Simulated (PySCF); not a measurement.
# Dipole moment and polarisability of propiolamide

Species: propiolamide, C3H3NO.
Geometry (PBE0-D3(BJ)/def2-SVP, Å), atoms numbered from 1 in this order:
```
atom  x, y, z in Å
C1     2.069    0.197   -0.381
C2     0.906    0.351   -0.080
C3    -0.492    0.582    0.296
N4    -1.277   -0.519    0.178
O5    -0.889    1.662    0.673
H6     3.104    0.077   -0.645
H7    -2.255   -0.433    0.421
H8    -0.911   -1.405   -0.139
```

Level: B3LYP/def2-SVPD (PySCF), static field, nuclei fixed, core orbitals frozen in the response. The polarisability tensor in these axes (au):

```
x   63.86 -1.00 -7.72
y   -1.00 45.49  4.24
z   -7.72  4.24 33.42
```

Question: Give the principal values, the mean and the anisotropy Δα = √{½[(α1 − α2)² + (α2 − α3)² + (α1 − α3)²]}.

Answer: Principal values 30.55, 46.32 and 65.90 au; mean 47.59 au = 7.05 Å³ = 7.85 × 10⁻⁴⁰ C²·m²/J; Δα = 30.67 au (64 % of the mean).

Question: What is the dipole moment, and where does it point?

Answer: (0.44, -3.78, -1.09) D, 3.96 D in size, pointing from the negative to the positive side. Measured along this direction, the outermost atoms are O5 at the negative end and H8 at the positive end.

Question: Orientational against electronic polarisability at 400 K (dilute gas, rigid molecules)?

Answer: In Gaussian units μ²/3kT = 94.69 Å³ against 7.05 Å³, a ratio of 13.43; the Debye molar polarisation (4π/3)N_A(α + μ²/3kT) is 256.7 cm³/mol, leaving out the vibrational part.

Question: Along which axes do the principal values lie, and how far do the nuclei extend along each?

Answer: Largest value along (0.97, -0.10, -0.24), where the nuclei span 5.38 Å; middle along (0.15, 0.96, 0.22), 3.14 Å; least along (0.21, -0.25, 0.94), 0.01 Å. The response follows the extents in order.

Question: What depolarisation ratio follows for Rayleigh scattering of linearly polarised light, taking the static tensor?

Answer: ρ = 3Δα²/(45ᾱ² + 4Δα²) = 2821.9/(101920 + 3762.5) = 0.0267.

One conformer (not necessarily the lowest) at the PBE0-D3(BJ)/def2-SVP geometry, without solvent, vibrations or thermal averaging.

These values come from a run that also computed excited states. Hardware: one thread, Intel Xeon Platinum 8488C (x86_64), shared host with 192 logical CPUs at a one-minute load of 41. Cost: 11 s wall (with the writing of density and orbital grids), 0.56 GiB resident at most.
